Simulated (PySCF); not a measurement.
Species: C₄H₄N (charge -1).
SMILES: `c1c[cH-]nc1`

The calculation used PySCF, PBE0-D3(BJ)/def2-TZVP geometry optimisation, gas phase.

Take the most abundant isotopes and a rigid rotor. 

Task: Give the principal moments of inertia and the rotational constants in cm⁻¹.

Result: Ia = 52.19, Ib = 54.18, Ic = 106.37 u·Å²; 505379 MHz·u·Å²/I gives 9683, 9328 and 4751 MHz, that is A = 0.32299, B = 0.31116, C = 0.15848 cm⁻¹.

Task: Classify the top.

Result: An asymmetric top. Ray's parameter κ = (2B − A − C)/(A − C) = 0.856; −1 is the prolate and +1 the oblate limit.

Task: Is it planar, by Δ = Ic − Ia − Ib?

Result: Planar: Δ = Ic − Ia − Ib = 0.00 u·Å². For a rigid frame Δ = −2 Σ m c², so it vanishes when all atoms lie in the ab plane; here none is more than 0.01 Å from it.

Task: Give the coordinates in the principal-axis frame, origin at the centre of mass.

Result: The sense of each axis is arbitrary; atoms in the order of the calculation.
```
atom  mass (u)   a (Å)   b (Å)  c (Å)
  C1    12.000  -0.975   0.709  0.000
  C2    12.000  -0.979  -0.704  0.000
  C3    12.000   0.367  -1.075  0.000
  N4    14.003   1.194  -0.003  0.000
  C5    12.000   0.372   1.074  0.000
  H6     1.008  -1.835   1.370  0.000
  H7     1.008  -1.842  -1.361  0.000
  H8     1.008   0.771  -2.085  0.000
  H9     1.008   0.781   2.081  0.000
```

Task: Predict some low-J microwave lines.

Result: The dipole components (about the centre of mass, as the species is charged) are |μa| = 1.59 D, |μb| = 0.00 D, |μc| = 0.00 D; the symmetry axis of this C2v structure is a, so μb and μc vanish by symmetry and there are no b-type or c-type lines. Some lines, for components of 0.1 D or more:

```
type  branch         J(Ka,Kc)    MHz  lower level (cm⁻¹)
   a       Q  4(4,0) ← 4(4,1)   3225               6.244
   a       Q  2(2,0) ← 2(2,1)   4242               1.762
   a       Q  5(4,1) ← 5(4,2)  11693               8.880
   a       R  2(1,2) ← 1(1,1)  23582               0.481
   a       R  2(1,1) ← 1(1,0)  32736               0.634
   a       Q  5(2,3) ← 5(2,4)  33211               6.973
   a       R  3(1,3) ← 2(1,2)  33249               1.268
   a       Q  5(1,4) ← 5(1,5)  42749               5.547
   a       R  3(2,1) ← 2(2,0)  51208               1.903
   a       R  5(1,5) ← 4(1,4)  52263               3.803
   a       R  4(1,3) ← 3(1,2)  52317               3.167
   a       R  5(1,4) ← 4(1,3)  61770               4.912
   a       R  4(2,2) ← 3(2,1)  62555               3.611
```

Task: Estimate the classical rotational partition function at 10 K, 50 K and 200 K.

Result: Point group C2v, symmetry number σ = 2; q = (√π/σ)·√((kT/h)³/(ABC)), k/h = 20836.6 MHz/K: 129 at 10 K, 1440 at 50 K, 11500 at 200 K.

Whether it is a minimum is left open (no frequencies). Geometry: PBE0-D3(BJ)/def2-TZVP; no solvent, vibrations or thermal averaging. No vibrational averaging or centrifugal distortion is included, and the geometry carries the error of its method. Quadrupole hyperfine structure (14N) is left out.
